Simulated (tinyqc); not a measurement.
RHF in the sto-3g basis, for H2O, spin multiplicity 1, step by step (part 1 of 2). Computed by tinyqc, a small Python program that keeps every step (integrals from PySCF). Settings: charge = 0, multiplicity = 1, basis = sto-3g, energy threshold = 1e-09, iteration cap = 60, orthogonalisation = symmetric, start = core, DIIS depth = 3, method = RHF. Command: `OMP_NUM_THREADS=1 python tinyqc.py 29184 29185 out.jsonl` (the two numbers bound the seeds that draw the settings). One thread of a shared host (Intel(R) Xeon(R) Processor @ 2.60GHz), about 0.06 s of CPU time with the checks. Later iterations appear only in the table of the cycle.

## One-electron integrals

Geometry (angstrom):
```
atom         x          y         z
O     0.000000   0.000000  0.000000
H     0.000000   0.858000  0.744000
H     0.000000  -0.857000  0.743000
```

Basis sto-3g: exponents (1/bohr^2) and contraction coefficients of normalised primitives:
```
element  l (shell)    exponent  coefficient
O            s (1)  130.709320     0.154329
O            s (1)   23.808861     0.535328
O            s (1)    6.443608     0.444635
O            s (2)    5.033151    -0.099967
O            s (2)    1.169596     0.399513
O            s (2)    0.380389     0.700115
O            p (3)    5.033151     0.155916
O            p (3)    1.169596     0.607684
O            p (3)    0.380389     0.391957
H            s (1)    3.425251     0.154329
H            s (1)    0.623914     0.535328
H            s (1)    0.168855     0.444635
```

Overlap, kinetic and nuclear-attraction integrals over the contracted functions; the nuclear repulsion is the sum of Za Zb / Rab.

nuclear repulsion = 7.76869410 hartree

overlap S:
```
           1O 1s     1O 2s    1O 2px     1O 2py    1O 2pz     2H 1s      3H 1s
1O 1s   1.000000  0.236704  0.000000   0.000000  0.000000  0.035287   0.035405
1O 2s   0.236704  1.000000  0.000000   0.000000  0.000000  0.365707   0.366502
1O 2px  0.000000  0.000000  1.000000   0.000000  0.000000  0.000000   0.000000
1O 2py  0.000000  0.000000  0.000000   1.000000  0.000000  0.247030  -0.247458
1O 2pz  0.000000  0.000000  0.000000   0.000000  1.000000  0.214208   0.214541
2H 1s   0.035287  0.365707  0.000000   0.247030  0.214208  1.000000   0.186989
3H 1s   0.035405  0.366502  0.000000  -0.247458  0.214541  0.186989   1.000000
```

kinetic energy T (hartree):
```
            1O 1s      1O 2s    1O 2px     1O 2py    1O 2pz      2H 1s      3H 1s
1O 1s   29.003200  -0.168011  0.000000   0.000000  0.000000  -0.008820  -0.008810
1O 2s   -0.168011   0.808128  0.000000   0.000000  0.000000   0.059051   0.059483
1O 2px   0.000000   0.000000  2.528731   0.000000  0.000000   0.000000   0.000000
1O 2py   0.000000   0.000000  0.000000   2.528731  0.000000   0.125594  -0.126192
1O 2pz   0.000000   0.000000  0.000000   0.000000  2.528731   0.108907   0.109406
2H 1s   -0.008820   0.059051  0.000000   0.125594  0.108907   0.760032  -0.003260
3H 1s   -0.008810   0.059483  0.000000  -0.126192  0.109406  -0.003260   0.760032
```

nuclear attraction V (hartree):
```
             1O 1s      1O 2s     1O 2px     1O 2py     1O 2pz      2H 1s      3H 1s
1O 1s   -61.550972  -7.403810   0.000000   0.000021  -0.014467  -1.129749  -1.133567
1O 2s    -7.403810  -9.980641   0.000000   0.000241  -0.177856  -2.787212  -2.794407
1O 2px    0.000000   0.000000  -9.852054   0.000000   0.000000   0.000000   0.000000
1O 2py    0.000021   0.000241   0.000000  -9.946928   0.000129  -1.651337   1.655168
1O 2pz   -0.014467  -0.177856   0.000000   0.000129  -9.923378  -1.480876  -1.483973
2H 1s    -1.129749  -2.787212   0.000000  -1.651337  -1.480876  -5.195323  -1.063514
3H 1s    -1.133567  -2.794407   0.000000   1.655168  -1.483973  -1.063514  -5.199500
```

core Hamiltonian H = T + V (hartree):
```
             1O 1s      1O 2s     1O 2px     1O 2py     1O 2pz      2H 1s      3H 1s
1O 1s   -32.547772  -7.571821   0.000000   0.000021  -0.014467  -1.138570  -1.142378
1O 2s    -7.571821  -9.172513   0.000000   0.000241  -0.177856  -2.728162  -2.734924
1O 2px    0.000000   0.000000  -7.323323   0.000000   0.000000   0.000000   0.000000
1O 2py    0.000021   0.000241   0.000000  -7.418196   0.000129  -1.525743   1.528976
1O 2pz   -0.014467  -0.177856   0.000000   0.000129  -7.394647  -1.371969  -1.374567
2H 1s    -1.138570  -2.728162   0.000000  -1.525743  -1.371969  -4.435291  -1.066774
3H 1s    -1.142378  -2.734924   0.000000   1.528976  -1.374567  -1.066774  -4.439468
```

## Two-electron integrals

Functions are numbered as in S; the eight-fold symmetry (ij|kl) = (ji|kl) = (kl|ij) leaves the list below.

Two-electron integrals (ij|kl) in chemists' order, unique and non-zero (hartree):
```
(11|11) 4.785065    (21|11) 0.741380    (21|21) 0.136873    (22|11) 1.118947
(22|21) 0.256633    (22|22) 0.817206    (31|31) 0.024477    (32|31) 0.037809
(32|32) 0.180518    (33|11) 1.115814    (33|21) 0.256684    (33|22) 0.817023
(33|33) 0.880159    (41|41) 0.024477    (42|41) 0.037809    (42|42) 0.180518
(43|43) 0.047444    (44|11) 1.115814    (44|21) 0.256684    (44|22) 0.817023
(44|33) 0.785270    (44|44) 0.880159    (51|51) 0.024477    (52|51) 0.037809
(52|52) 0.180518    (53|53) 0.047444    (54|54) 0.047444    (55|11) 1.115814
(55|21) 0.256684    (55|22) 0.817023    (55|33) 0.785270    (55|44) 0.785270
(55|55) 0.880159    (61|11) 0.111824    (61|21) 0.020488    (61|22) 0.038229
(61|33) 0.038155    (61|41) 0.000707    (61|42) 0.001333    (61|44) 0.038286
(61|51) 0.000613    (61|52) 0.001156    (61|54) 0.000114    (61|55) 0.038253
(61|61) 0.003106    (62|11) 0.293553    (62|21) 0.068266    (62|22) 0.243328
(62|33) 0.239035    (62|41) 0.003876    (62|42) 0.030594    (62|44) 0.246249
(62|51) 0.003361    (62|52) 0.026529    (62|54) 0.006256    (62|55) 0.244459
(62|61) 0.010437    (62|62) 0.092480    (63|31) 0.006876    (63|32) 0.040991
(63|43) 0.006224    (63|53) 0.005397    (63|63) 0.012652    (64|11) 0.166642
(64|21) 0.039229    (64|22) 0.149285    (64|33) 0.142638    (64|41) 0.008816
(64|42) 0.058596    (64|44) 0.159265    (64|51) 0.001682    (64|52) 0.015266
(64|54) 0.009021    (64|55) 0.145780    (64|61) 0.006241    (64|62) 0.068969
(64|64) 0.063500    (65|11) 0.144500    (65|21) 0.034017    (65|22) 0.129450
(65|33) 0.123686    (65|41) 0.001682    (65|42) 0.015266    (65|44) 0.127309
(65|51) 0.008335    (65|52) 0.054229    (65|54) 0.009366    (65|55) 0.137205
(65|61) 0.005411    (65|62) 0.059805    (65|64) 0.044092    (65|65) 0.050885
(66|11) 0.457264    (66|21) 0.108042    (66|22) 0.443415    (66|33) 0.426197
(66|41) 0.007410    (66|42) 0.082218    (66|44) 0.455368    (66|51) 0.006425
(66|52) 0.071294    (66|54) 0.025295    (66|55) 0.448131    (66|61) 0.016630
(66|62) 0.219688    (66|64) 0.186976    (66|65) 0.162133    (66|66) 0.774606
(71|11) 0.112201    (71|21) 0.020557    (71|22) 0.038358    (71|33) 0.038282
(71|41) -0.000710   (71|42) -0.001338   (71|44) 0.038414    (71|51) 0.000615
(71|52) 0.001160    (71|54) -0.000114   (71|55) 0.038382    (71|61) 0.003073
(71|62) 0.010166    (71|64) 0.005594    (71|65) 0.005276    (71|66) 0.016078
(71|71) 0.003127    (72|11) 0.294315    (72|21) 0.068442    (72|22) 0.243929
(72|33) 0.239627    (72|41) -0.003886   (72|42) -0.030666   (72|44) 0.246858
(72|51) 0.003369    (72|52) 0.026587    (72|54) -0.006269   (72|55) 0.245062
(72|61) 0.010159    (72|62) 0.074602    (72|64) 0.038589    (72|65) 0.046924
(72|66) 0.143993    (72|71) 0.010499    (72|72) 0.092908    (73|31) 0.006897
(73|32) 0.041103    (73|43) -0.006240   (73|53) 0.005410    (73|63) 0.009862
(73|73) 0.012716    (74|11) -0.167019   (74|21) -0.039317   (74|22) -0.149605
(74|33) -0.142942   (74|41) 0.008841    (74|42) 0.058746    (74|44) -0.159610
(74|51) -0.001686   (74|52) -0.015296   (74|54) 0.009041    (74|55) -0.146089
(74|61) -0.005588   (74|62) -0.038570   (74|64) -0.010535   (74|65) -0.023782
(74|66) -0.067611   (74|71) -0.006276   (74|72) -0.069264   (74|74) 0.063763
(75|11) 0.144802    (75|21) 0.034087    (75|22) 0.129704    (75|33) 0.123927
(75|41) -0.001686   (75|42) -0.015296   (75|44) 0.127558    (75|51) 0.008358
(75|52) 0.054364    (75|54) -0.009388   (75|55) 0.137477    (75|61) 0.005270
(75|62) 0.046907    (75|64) 0.023784    (75|65) 0.038934    (75|66) 0.098796
(75|71) 0.005441    (75|72) 0.060051    (75|74) -0.044257   (75|75) 0.051086
(76|11) 0.104507    (76|21) 0.024558    (76|22) 0.095963    (76|33) 0.093542
(76|41) 3.96e-07    (76|42) 0.000005    (76|44) 0.095256    (76|51) 0.001825
(76|52) 0.017590    (76|54) 1.54e-06    (76|55) 0.098983    (76|61) 0.003721
(76|62) 0.037037    (76|64) 0.024001    (76|65) 0.026937    (76|66) 0.094456
(76|71) 0.003734    (76|72) 0.037113    (76|74) -0.024037   (76|75) 0.026980
(76|76) 0.018973    (77|11) 0.457784    (77|21) 0.108164    (77|22) 0.443853
(77|33) 0.426607    (77|41) -0.007425   (77|42) -0.082341   (77|44) 0.455830
(77|51) 0.006437    (77|52) 0.071388    (77|54) -0.025335   (77|55) 0.448572
(77|61) 0.016042    (77|62) 0.143778    (77|64) 0.067535    (77|65) 0.098688
(77|66) 0.305638    (77|71) 0.016705    (77|72) 0.220296    (77|74) -0.187427
(77|75) 0.162495    (77|76) 0.094456    (77|77) 0.774606
```

## Orthogonalisation

S = U s U^T; symmetric (Loewdin) form X = U s^(-1/2) U^T, so that X^T S X = 1.

eigenvalues of S: 0.455847  0.544568  0.881600  1.000000  1.107755  1.268445  1.741785

X:
```
            1O 1s      1O 2s    1O 2px     1O 2py     1O 2pz      2H 1s      3H 1s
1O 1s    1.023483  -0.135373  0.000000   0.000017  -0.007224   0.018045   0.018084
1O 2s   -0.135373   1.140805  0.000000  -0.000206   0.068001  -0.205383  -0.206074
1O 2px   0.000000   0.000000  1.000000   0.000000   0.000000   0.000000   0.000000
1O 2py   0.000017  -0.000206  0.000000   1.061162  -0.000102  -0.159403   0.159753
1O 2pz  -0.007224   0.068001  0.000000  -0.000102   1.038897  -0.117973  -0.118287
2H 1s    0.018045  -0.205383  0.000000  -0.159403  -0.117973   1.116056  -0.065526
3H 1s    0.018084  -0.206074  0.000000   0.159753  -0.118287  -0.065526   1.116590
```

## Starting guess

The start is the orbitals of the core Hamiltonian; D = 2 C_occ C_occ^T.

D at the start:
```
            1O 1s      1O 2s    1O 2px     1O 2py     1O 2pz      2H 1s      3H 1s
1O 1s    2.128913  -0.562698  0.000000   0.000096  -0.037365   0.062178   0.062358
1O 2s   -0.562698   2.452236  0.000000  -0.000621   0.214388  -0.266968  -0.267783
1O 2px   0.000000   0.000000  2.000000   0.000000   0.000000   0.000000   0.000000
1O 2py   0.000096  -0.000621  0.000000   2.210141  -0.000334  -0.264247   0.264842
1O 2pz  -0.037365   0.214388  0.000000  -0.000334   2.134014  -0.197091  -0.197550
2H 1s    0.062178  -0.266968  0.000000  -0.264247  -0.197091   0.074953   0.011794
3H 1s    0.062358  -0.267783  0.000000   0.264842  -0.197550   0.011794   0.075294
```

## Iteration 1: building the Fock matrix

J_ij = sum D_kl (ij|kl), K_ij = sum D_kl (ik|jl); F = H + J - 0.5 K; E = tr D H + tr D J / 2 - 0.25 tr D K + E_nn.

Coulomb J (hartree):
```
            1O 1s      1O 2s    1O 2px     1O 2py     1O 2pz     2H 1s      3H 1s
1O 1s   18.669497   3.562460  0.000000  -0.000008   0.003576  0.533588   0.535382
1O 2s    3.562460   8.838110  0.000000   0.000008  -0.001431  2.542305   2.548650
1O 2px   0.000000   0.000000  8.832796   0.000000   0.000000  0.000000   0.000000
1O 2py  -0.000008   0.000008  0.000000   8.828993   0.000013  1.529141  -1.532430
1O 2pz   0.003576  -0.001431  0.000000   0.000013   8.829146  1.324078   1.326698
2H 1s    0.533588   2.542305  0.000000   1.529141   1.324078  4.439737   0.975643
3H 1s    0.535382   2.548650  0.000000  -1.532430   1.326698  0.975643   4.444169
```

exchange K (hartree):
```
            1O 1s     1O 2s    1O 2px     1O 2py    1O 2pz     2H 1s      3H 1s
1O 1s    9.848835  1.720276  0.000000  -0.000003  0.001364  0.272666   0.273565
1O 2s    1.720276  2.870573  0.000000   0.000002  0.004715  0.713484   0.715351
1O 2px   0.000000  0.000000  2.367752   0.000000  0.000000  0.000000   0.000000
1O 2py  -0.000003  0.000002  0.000000   2.366566  0.000023  0.320855  -0.321565
1O 2pz   0.001364  0.004715  0.000000   0.000023  2.364518  0.276519   0.277112
2H 1s    0.272666  0.713484  0.000000   0.320855  0.276519  0.287471   0.174447
3H 1s    0.273565  0.715351  0.000000  -0.321565  0.277112  0.174447   0.288817
```

Fock matrix F (hartree):
```
             1O 1s      1O 2s    1O 2px     1O 2py     1O 2pz      2H 1s      3H 1s
1O 1s   -18.802692  -4.869499  0.000000   0.000015  -0.011573  -0.741315  -0.743778
1O 2s    -4.869499  -1.769689  0.000000   0.000248  -0.181645  -0.542599  -0.543949
1O 2px    0.000000   0.000000  0.325597   0.000000   0.000000   0.000000   0.000000
1O 2py    0.000015   0.000248  0.000000   0.227513   0.000130  -0.157029   0.157328
1O 2pz   -0.011573  -0.181645  0.000000   0.000130   0.252240  -0.186150  -0.186425
2H 1s    -0.741315  -0.542599  0.000000  -0.157029  -0.186150  -0.139290  -0.178354
3H 1s    -0.743778  -0.543949  0.000000   0.157328  -0.186425  -0.178354  -0.139707
```

total energy of this density = -73.28348434 hartree

## Iteration 1: diagonalisation and new density

Diagonalise F' = X^T F X, C = X C', fill 5 alpha and 5 beta electrons from the bottom; D = 2 C_occ C_occ^T. Each column has its largest component positive (the first on a tie).

F' = X^T F X (hartree):
```
            1          2         3          4          5          6          7
1  -18.429114  -2.629131  0.000000   0.000039  -0.021835  -0.082545  -0.083121
2   -2.629131  -0.759665  0.000000  -0.000082  -0.064539  -0.289118  -0.290078
3    0.000000   0.000000  0.325597   0.000000   0.000000   0.000000   0.000000
4    0.000039  -0.000082  0.000000   0.364639  -0.000076  -0.250725   0.251241
5   -0.021835  -0.064539  0.000000  -0.000076   0.339872  -0.202188  -0.202686
6   -0.082545  -0.289118  0.000000  -0.250725  -0.202188   0.119173  -0.064855
7   -0.083121  -0.290078  0.000000   0.251241  -0.202686  -0.064855   0.119985
```

orbital energies (hartree): MO1 -18.813700, MO2 -0.646410, MO3 -0.091665, MO4 0.116480, MO5 0.325597, MO6 0.549443, MO7 0.640742

coefficients C:
```
              MO1        MO2        MO3        MO4       MO5        MO6        MO7
1O 1s    0.993412  -0.223677   0.000021  -0.155380  0.000000  -0.074201   0.000666
1O 2s    0.028095   0.797942  -0.000016   0.746469  0.000000   0.462926  -0.004292
1O 2px   0.000000   0.000000   0.000000   0.000000  1.000000   0.000000   0.000000
1O 2py  -0.000007  -0.000253   0.473405   0.000872  0.000000   0.006705   0.976133
1O 2pz   0.002933   0.180213   0.000117  -0.494448  0.000000   0.913724  -0.006172
2H 1s   -0.005103   0.205135   0.562376  -0.475399  0.000000  -0.587214  -0.634438
3H 1s   -0.005117   0.205540  -0.560924  -0.475664  0.000000  -0.579578   0.643661
```

D after iteration 1:
```
            1O 1s      1O 2s    1O 2px     1O 2py     1O 2pz      2H 1s      3H 1s
1O 1s    2.122084  -0.533115  0.000000  -0.000152   0.078862   0.045853   0.045678
1O 2s   -0.533115   2.389432  0.000000   0.000883  -0.450415  -0.382675  -0.382387
1O 2px   0.000000   0.000000  2.000000   0.000000   0.000000   0.000000   0.000000
1O 2py  -0.000152   0.000883  0.000000   0.448227  -0.000843   0.531530  -0.532022
1O 2pz   0.078862  -0.450415  0.000000  -0.000843   0.553928   0.544159   0.544302
2H 1s    0.045853  -0.382675  0.000000   0.531530   0.544159   1.168756  -0.094261
3H 1s    0.045678  -0.382387  0.000000  -0.532022   0.544302  -0.094261   1.166329
```

## Iteration 2: building the Fock matrix

As before.

Coulomb J (hartree):
```
            1O 1s     1O 2s    1O 2px     1O 2py     1O 2pz     2H 1s      3H 1s
1O 1s   16.676490  3.115779  0.000000   0.000026   0.001189  0.466979   0.468547
1O 2s    3.115779  7.758379  0.000000   0.000146   0.116896  2.354136   2.359761
1O 2px   0.000000  0.000000  7.785755   0.000000   0.000000  0.000000   0.000000
1O 2py   0.000026  0.000146  0.000000   7.738643  -0.000115  1.456667  -1.459520
1O 2pz   0.001189  0.116896  0.000000  -0.000115   7.726630  1.301374   1.303791
2H 1s    0.466979  2.354136  0.000000   1.456667   1.301374  4.679723   0.964653
3H 1s    0.468547  2.359761  0.000000  -1.459520   1.303791  0.964653   4.682153
```

exchange K (hartree):
```
            1O 1s      1O 2s    1O 2px     1O 2py     1O 2pz     2H 1s      3H 1s
1O 1s    9.763010   1.610679  0.000000  -0.000011   0.008022  0.253855   0.254690
1O 2s    1.610679   2.476515  0.000000   0.000178  -0.062595  0.825038   0.826910
1O 2px   0.000000   0.000000  2.242065   0.000000   0.000000  0.000000   0.000000
1O 2py  -0.000011   0.000178  0.000000   1.379861  -0.001186  0.558846  -0.559656
1O 2pz   0.008022  -0.062595  0.000000  -0.001186   1.395757  0.528136   0.528855
2H 1s    0.253855   0.825038  0.000000   0.558846   0.528136  1.339469   0.312907
3H 1s    0.254690   0.826910  0.000000  -0.559656   0.528855  0.312907   1.339402
```

Fock matrix F (hartree):
```
             1O 1s      1O 2s     1O 2px     1O 2py     1O 2pz      2H 1s      3H 1s
1O 1s   -20.752787  -5.261381   0.000000   0.000052  -0.017289  -0.798518  -0.801175
1O 2s    -5.261381  -2.652391   0.000000   0.000298  -0.029663  -0.786544  -0.788618
1O 2px    0.000000   0.000000  -0.658600   0.000000   0.000000   0.000000   0.000000
1O 2py    0.000052   0.000298   0.000000  -0.369484   0.000607  -0.348499   0.349284
1O 2pz   -0.017289  -0.029663   0.000000   0.000607  -0.365896  -0.334664  -0.335203
2H 1s    -0.798518  -0.786544   0.000000  -0.348499  -0.334664  -0.425303  -0.258575
3H 1s    -0.801175  -0.788618   0.000000   0.349284  -0.335203  -0.258575  -0.427015
```

total energy of this density = -74.75047209 hartree

## Iteration 2: DIIS over 2 matrices

error matrix X^T (FDS - SDF) X:
```
           1          2         3          4          5          6          7
1   0.000000  -0.010298  0.000000   0.000055  -0.015573   0.017853   0.017966
2   0.010298   0.000000  0.000000  -0.000232  -0.189215   0.031601   0.031236
3   0.000000   0.000000  0.000000   0.000000   0.000000   0.000000   0.000000
4  -0.000055   0.000232  0.000000   0.000000  -0.000075  -0.313977   0.313667
5   0.015573   0.189215  0.000000   0.000075   0.000000  -0.281865  -0.281261
6  -0.017853  -0.031601  0.000000   0.313977   0.281865   0.000000  -0.000049
7  -0.017966  -0.031236  0.000000  -0.313667   0.281261   0.000049   0.000000
```

B (overlaps of the stored error matrices):
```
                1               2
1   2.5686531e+00  -1.0667066e+00
2  -1.0667066e+00   7.8858189e-01
```

Minimise |sum c_i e_i|^2 with sum c_i = 1: solve [B -1; -1 0][c; lambda] = [0; -1] with B_ij = tr e_i^T e_j, and take F = sum c_i F_i.

DIIS coefficients: 0.337900  0.662100

extrapolated F (hartree):
```
             1O 1s      1O 2s     1O 2px     1O 2py     1O 2pz      2H 1s      3H 1s
1O 1s   -20.093851  -5.128964   0.000000   0.000040  -0.015358  -0.779189  -0.781781
1O 2s    -5.128964  -2.354126   0.000000   0.000281  -0.081018  -0.704115  -0.705945
1O 2px    0.000000   0.000000  -0.326040   0.000000   0.000000   0.000000   0.000000
1O 2py    0.000040   0.000281   0.000000  -0.167759   0.000446  -0.283801   0.284422
1O 2pz   -0.015358  -0.081018   0.000000   0.000446  -0.157028  -0.284481  -0.284931
2H 1s    -0.779189  -0.704115   0.000000  -0.283801  -0.284481  -0.328659  -0.231468
3H 1s    -0.781781  -0.705945   0.000000   0.284422  -0.284931  -0.231468  -0.329934
```
